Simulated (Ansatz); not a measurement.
Ansatz (a quantum-chemistry and plane-wave program) input:

Ansatz 0.2 input:
```yaml
crystal:
  periodic: [false, false, false]
  atoms:
    - {symbol: N, position_ang: [0.00073453, -0.00649234, 0.32080948]}
    - {symbol: O, position_ang: [0.02743334, 1.09989995, -0.11821611]}
    - {symbol: O, position_ang: [-0.02807606, -1.09421916, -0.16249219]}
basis:
  gaussian:
    orbitals: def2-TZVPD
hamiltonian:
  xc: {name: r2SCAN}
total_charge: 1
```

### Question
Which total energy does the run end on?

### Answer
-204.66024 Eh (r2SCAN/def2-TZVPD). The basis has 117 functions.

This state (charge 1, singlet) is run at the relaxed geometry of the species with charge 0 and multiplicity 2.
